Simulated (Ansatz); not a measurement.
# SiH5O (doublet): from Hartree-Fock to the top rungs at distance Si1–H5 along a hydrogen transfer = 1.534 Å, cc-pVDZ

An exercise on one series of results from a longer session: the logs are not shown, and one member is left open.

Program: Ansatz 0.2.0, Gaussian basis. Level of theory: cc-pVDZ, core rule «outside noble gas», up to 6 orbitals frozen. These are calculated values, not measurements.

Plan: UHF; CCSD(T) on ROHF; CCSD(T) on UHF; BCCD(T) on ROHF; CISD; CCSDT(Q) on ROHF; CCSDT(Q) on UHF; CASSCF and MRCISD+Q, 3 electrons in 3 orbitals; CASSCF and NEVPT2, 3 electrons in 3 orbitals.

**The geometry**

The geometry derives from fragments relaxed apart (PBE0/def2-TZVP) and kept rigid, so it is no stationary point. A hydrogen atom is moved between rigid fragments.

7 atoms, charge 0, spin multiplicity 2.

Atoms are counted from 1 here; the program's logs count them from 0.

Bond lengths: Si1–H2 1.485 Å, Si1–H3 1.485 Å, Si1–H4 1.485 Å, Si1–H5 1.534 Å, O6–H7 0.973 Å. Angles: H2–Si1–H3 109.5°, H2–Si1–H4 109.5°, H2–Si1–H5 109.5°, H3–Si1–H4 109.5°, H3–Si1–H5 109.5°, H4–Si1–H5 109.5°.

The first run:

Contents of in.yaml:

```yaml
crystal:
  periodic: [false, false, false]
  atoms:
    - {symbol: Si, position_ang: [-0.981449, 0.019286, 0.000000]}
    - {symbol: H, position_ang: [-1.476322, 1.418994, 0.000000]}
    - {symbol: H, position_ang: [-1.476321, -0.680568, 1.212183]}
    - {symbol: H, position_ang: [-1.476321, -0.680568, -1.212182]}
    - {symbol: H, position_ang: [0.552551, 0.019286, 0.000000]}
    - {symbol: O, position_ang: [1.835551, 0.019286, -0.000001]}
    - {symbol: H, position_ang: [2.087409, -0.920664, -0.000001]}
basis:
  gaussian: {orbitals: cc-pVDZ}
magnetization: {spin_polarized: true, initial_magnetization: 1}
hamiltonian: {xc: hf}
output: {orbitals: {seedname: orbitals}}
```

On the command line:

```
$ ansatz run in.yaml --threads 1 --pin off --events-out ev --progress --plain --max-ram 2816MiB --backend cpu
```

Among the steps run: UHF; CCSD(T) on ROHF; CCSD(T) on UHF; BCCD(T) on ROHF; CISD; CCSDT(Q) on ROHF; CCSDT(Q) on UHF; CASSCF and MRCISD+Q, 3 electrons in 3 orbitals; CASSCF and NEVPT2, 3 electrons in 3 orbitals.

One of the session's tables, all rows but one given; the rest of the session is left out.

It belongs to the step «Misses and costs». 

| method | from UCCSDT(Q) (meV) |
| --- | --- |
| ROHF | +9697.6 |
| UHF | +9427.0 |
| RMP2 | +1369.8 |
| UMP2 | +1417.8 |
| CISD | ? |
| RCCSD | +237.9 |
| UCCSD | +229.6 |
| RCCSD(T) | +45.5 |
| UCCSD(T) | +45.9 |
| BCCD(T) | +44.5 |
| RCCSDT | +18.4 |
| UCCSDT | +17.4 |
| RCCSDT(Q) | +0.3 |
| UCCSDT(Q) | 0 |
| CASSCF pair | +9064.1 |
| NEVPT2 pair | +1295.7 |
| MRCISD pair | +1005.1 |
| MRCISD+Q pair | +162.9 |

**Question.** Estimate the row for CISD.

**Answer.** from UCCSDT(Q) (meV): +1156.3. In the column «from UCCSDT(Q) (meV)» it lies between MRCISD pair (+1005.1) and NEVPT2 pair (+1295.7).

Caveats from the session: Restricted and unrestricted rows rest on different reference determinants; where their highest levels disagree by more than a few hundredths of an eV, they describe different states and don't form one ladder.
